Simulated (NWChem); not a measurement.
## Correlation energy of S

```xyz
1

S      0.0000     0.0000     0.0000
```
Charge 0, spin multiplicity 3.

Everything below was run with NWChem.

Basis set: cc-pVTZ. Each correlation energy counts from its own Hartree-Fock reference.

The correlated methods keep 5 core orbitals frozen. The stability of the SCF solutions was not checked. Open-shell Hartree-Fock references start from PBE0 orbitals. Coupled-cluster values serve here as a point of comparison, not as the truth.

Problem. One of these methods gave a correlation energy of -116.5 mHa. Which?
A. URI-MP2
B. CCSD[T] on ROHF
C. CCSD[T] on UHF
D. CCSD on UHF

Solution. A, URI-MP2. The others give -139.5 (CCSD on UHF), -144.2 (CCSD[T] on UHF), -149.9 (CCSD[T] on ROHF).
